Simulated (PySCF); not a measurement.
**doublet [P2]−: levels of theory compared**

Aim: a comparison of 6 runs (UHF/3-21G, U-r2SCAN/def2-TZVPPD, UBHLYP/def2-TZVPPD, UM06-2X/def2-TZVPPD, UM06-L/def2-TZVPPD, USCS-MP2/def2-TZVPPD) of doublet [P2]−. 

Program for the calculation: PySCF 2.14.0.

3 further runs of the same task are left out: 3 set aside as unsound or not needed.

**1. Starting point**

[P2]− has 2 atoms, charge -1, and is taken as a doublet. SMILES of the parent species: `P#P`. The bond length is the one measured for the parent species. That shape belongs to the parent species and isn't relaxed for this state.

Bond lengths: P1–P2 1.893 Å.

**2. The energy at UHF/3-21G (run 1)**

calc.py

```python
from pyscf import gto

molecule = gto.Mole()
molecule.atom = 'P 0.000000 0.000000 0.000000; P 0.000000 0.000000 1.893400'
molecule.max_memory = 1860
molecule.charge = -1
molecule.verbose = 3
molecule.spin = 1
molecule.basis = '3-21g'
molecule.build()

mf = molecule.UHF()
mf.conv_tol = 1e-10
mf.kernel()
if not mf.converged:
    mf = mf.newton().run(mf.mo_coeff, mf.mo_occ)

energy = mf.e_tot
print(f'total energy: {energy:.8f} hartree')
```

Run with:

```
$ OMP_NUM_THREADS=1 python calc.py
```

Log:

```text
converged SCF energy = -677.978314138604  <S^2> = 0.75434493  2S+1 = 2.0043402
total energy: -677.97831414 hartree
```

It took 0.78 s on 1 thread of Arm Neoverse V1, shared host; peak memory 0.12 GiB.

**3. A single-point energy at U-r2SCAN/def2-TZVPPD (run 2)**

start.xyz

```xyz
2
P2
P      0.000000     0.000000     0.000000
P      0.000000     0.000000     1.893400
```

calc.py

```python
from pyscf import gto, dft

mol = gto.Mole()
mol.atom = 'start.xyz'
mol.charge = -1
mol.basis = 'def2-tzvppd'
mol.verbose = 3
mol.max_memory = 1860
mol.spin = 1
mol.build()

mf = dft.UKS(mol)
mf.xc = 'r2scan'
mf.conv_tol = 1e-10
mf.grids.level = 5
mf.kernel()
if not mf.converged:
    mf = mf.newton().run(mf.mo_coeff, mf.mo_occ)

energy = mf.e_tot
print('Final energy', energy)
```

Run with:

```
$ OMP_NUM_THREADS=1 python calc.py
```

Log:

```text
converged SCF energy = -682.676241945536  <S^2> = 0.75816823  2S+1 = 2.0081516
Final energy -682.6762419455362
```

Wall time 26 s (1 thread of Arm Neoverse V1, shared host); peak memory 0.51 GiB.

Runs 3 to 5 aren't shown in full; the table further down has their settings and results.

**4. A single-point energy at USCS-MP2/def2-TZVPPD (run 6)**

input.py

```python
from pyscf import gto, scf, mp

mol = gto.M(
    atom='''
P      0.000000     0.000000     0.000000
P      0.000000     0.000000     1.893400
''',
    verbose=3,
    spin=1,
    charge=-1,
    max_memory=1860,
    basis='def2-tzvppd',
)

hf = scf.UHF(mol)
hf.conv_tol = 1e-10
hf.kernel()
if not hf.converged:
    hf = hf.newton().run(hf.mo_coeff, hf.mo_occ)

pt = mp.MP2(hf, frozen=10).run()
e_tot = hf.e_tot + 1.2 * pt.e_corr_os + pt.e_corr_ss / 3
print('E(%s) = %.9f' % ('SCS-MP2', e_tot))
```

Run with:

```
$ OMP_NUM_THREADS=1 python input.py
```

Log:

```text
converged SCF energy = -681.485570851284  <S^2> = 0.78279746  2S+1 = 2.0325329
E(UMP2) = -681.765838199267  E_corr = -0.280267347983054
E(SCS-UMP2) = -681.761155611046  E_corr = -0.27558475976186
E(SCS-MP2) = -681.761155611
```

It took 3.3 s on 1 thread of Arm Neoverse V1, shared host; peak memory 0.22 GiB.

**5. All runs side by side**

```csv
run,level,integration grid,frozen core orbitals,energy (Eh),HOMO energy (eV),LUMO energy (eV),⟨S²⟩,wall time
1,UHF/3-21G,–,–,-677.978314,-0.45,6.84,0.754,0.78 s
2,U-r2SCAN/def2-TZVPPD,5,–,-682.676242,2.22,2.59,0.758,26 s
3,UBHLYP/def2-TZVPPD,5,–,-682.719554,0.72,4.25,0.761,12 s
4,UM06-2X/def2-TZVPPD,5,–,-682.688812,0.80,4.13,0.755,25 s
5,UM06-L/def2-TZVPPD,5,–,-682.711031,2.44,2.67,0.754,26 s
6,USCS-MP2/def2-TZVPPD,–,10,-681.761156,-0.84,6.26,0.783,3.3 s
```

**6. What came out**

```
                                                         quantity          value
                                              run 6: total energy  -681.76116 Eh
run 6: HOMO energy (Hartree–Fock orbitals) (highest over α and β)       -0.84 eV
 run 6: LUMO energy (Hartree–Fock orbitals) (lowest over α and β)        6.26 eV
              run 6: correlation energy (10 core orbitals frozen)     -275.6 mEh
                         run 6: ⟨S²⟩ of the reference determinant          0.783
```

Totals of different functionals can't be ranked against each other. In runs 2, 3, 4, 5 the HOMO lies above zero, so the outermost electron may be held by the basis alone. All runs together took 93 s, the longest 26 s.
